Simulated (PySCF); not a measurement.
System (SMILES): [O+]#[Si-] (O-Si).
Geometry (B3LYP-D3(BJ)/def2-TZVP, fixed):
```xyz
2

Si     0.0000     0.0000    -0.5502
O      0.0000     0.0000     0.9629
```

Basis-set convergence of the isotropic shielding of Si1 at PBE with PySCF. GIAO, no density fitting; atoms are numbered in the order shown. All functions are spherical. No added dispersion term, no relativity. Reference: the value in pcSseg-3, 227.28 ppm, itself unsure by roughly 2.40 ppm (its mean distance from cc-pCVQZ, cc-pV(5+d)Z, pcseg-3). Deviations are taken from unrounded values.

```tsv
basis	functions	isotropic shielding of Si1 (ppm)	minus reference (ppm)
STO-3G	14	198.59	-28.69
6-31G**	32	289.49	62.21
def2-SVP	32	291.64	64.36
def2-SVPD	47	295.92	68.64
aug-cc-pV(D+d)Z	55	299.34	72.06
pcSseg-2	79	223.40	-3.88
def2-TZVPPD	88	218.73	-8.55
aug-pcseg-2	96	227.72	0.44
aug-pcseg-3	174	225.06	-2.22
```
